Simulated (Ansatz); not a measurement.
Consider the formal exchange of groups at a C–N bond: `C#CNC` + `N=CCl` → `C#CC(=N)Cl` + CH₃NH₂.

Calculated with Ansatz (gas phase, PBE0-D4/def2-TZVP geometries, no zero-point term in ΔE). CCSD(T)/CBS adds triple-zeta CCSD(T) − MP2 to the extrapolated MP2 energy (def2 sets, frozen cores). This one scheme is used for every species. Each species was taken in one conformer, which may not be the lowest.

| species | CCSD(T)/CBS(def2) energy (Eh) |
| --- | --- |
| `C#CNC` | -171.77864 |
| `N=CCl` | -553.70684 |
| `C#CC(=N)Cl` | -629.74524 |
| CH₃NH₂ | -95.75281 |

Task: Work out ΔE.

Result: ΔE = (-629.74524) + (-95.75281) − (-171.77864) − (-553.70684) = -0.01257 Eh = -33.0 kJ/mol.

Task: What do rigid-rotor, harmonic-oscillator terms from PBE0-D4/def2-TZVP frequencies (298.15 K, 1 bar) make of the CCSD(T)/CBS value? (Estimate.)

Result: Ansatz gave: ΔZPE = +1.7 kJ/mol, ΔH = -31.3 kJ/mol, ΔS = -5 J/(mol·K), ΔG = -29.9 kJ/mol.

Largest T1 diagnostic among the species: 0.014.

From BLYP to BHLYP (50 % exact exchange), in def2-TZVPP and without D4, ΔE moves by +9.0 kJ/mol. Leaving LDA and LC-ωPBE aside and taking each functional with its dispersion term where it has one, the values, not all of them listed here, spread over 13.6 kJ/mol, from B97M-V to CAM-B3LYP-D4. LDA lies +7.1 kJ/mol from PBE without D4.
